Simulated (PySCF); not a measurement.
One of the candidates below gave these computed data.

All candidates are C4H10N2.

- Dipole: 0.78 D [CAM-B3LYP/def2-SVPD]
- Polarisability: 65.2 au [CAM-B3LYP/def2-SVPD]
- Triplet: lowest triplet excitation (Tamm–Dancoff): 5.58 eV [TDA CAM-B3LYP/def2-SVPD]
- Rotational structure: rotational constants A, B, C: 5.142, 3.770, 2.465 GHz [GFN2-xTB]
- UV, first state: lowest singlet excitation: 5.76 eV (215 nm, f = 0.000) [TDDFT CAM-B3LYP/def2-SVPD]
- UV, strongest line: among the 8 lowest singlet transitions: S4 at 6.82 eV (182 nm, f = 0.080) [TDDFT CAM-B3LYP/def2-SVPD]

The electronic properties come from PySCF, for the isolated species, density fitting. Levels stand in brackets. Geometry: GFN2-xTB, one conformer, isolated molecule.

Question: Which candidate is it?
A. `CNNC1CC1`
B. `CN1CCN1C`
C. `C=CN(C)NC`
D. `CN(N)C1CC1`

Answer: B. It is `CN1CCN1C`. Numbering: `[CH3:1][N:2]1[CH2:3][CH2:4][N:5]1[CH3:6]`. Its formula, C4H10N2, gives 1 degree of unsaturation: 1 ring and 0 π bonds in the structure found. The optimised geometry has point group C2 and is an asymmetric top.

The others, at the same levels:
- `C=CN(C)NC` fails: its computed lowest singlet excitation is 5.50 eV (226 nm, f = 0.023) (against 5.76 eV), lowest triplet excitation (Tamm–Dancoff) is 4.10 eV (against 5.58 eV) and strongest line among the 8 lowest singlet transitions is S3 at 6.29 eV (197 nm, f = 0.226) (against S4 at 6.82 eV).
- `CNNC1CC1` fails: its computed lowest singlet excitation is 6.36 eV (195 nm, f = 0.007) (against 5.76 eV), lowest triplet excitation (Tamm–Dancoff) is 6.12 eV (against 5.58 eV) and strongest line among the 8 lowest singlet transitions is S8 at 8.01 eV (155 nm, f = 0.047) (against S4 at 6.82 eV).
- `CN(N)C1CC1` fails: its computed lowest singlet excitation is 6.33 eV (196 nm, f = 0.048) (against 5.76 eV), lowest triplet excitation (Tamm–Dancoff) is 6.04 eV (against 5.58 eV) and rotational constant A is 6.302 GHz (against 5.142 GHz).

Each candidate is one conformer, not necessarily the lowest. The conformers computed, where there is a choice (atom-mapped SMILES and torsion angles):
- `[CH2:1]=[CH:2][N:3]([CH3:4])[NH:5][CH3:6]`: C1–C2–N3–C4 11°, C2–N3–N5–C6 -89°
- `[CH3:1][NH:2][NH:3][CH:4]1[CH2:5][CH2:6]1`: C1–N2–N3–C4 84°, N2–N3–C4–C5 142°
- `[CH3:1][N:2]([NH2:3])[CH:4]1[CH2:5][CH2:6]1`: C1–N2–C4–C5 154°, H–N3–N2–C1 -164°, H–N3–N2–C1 77°
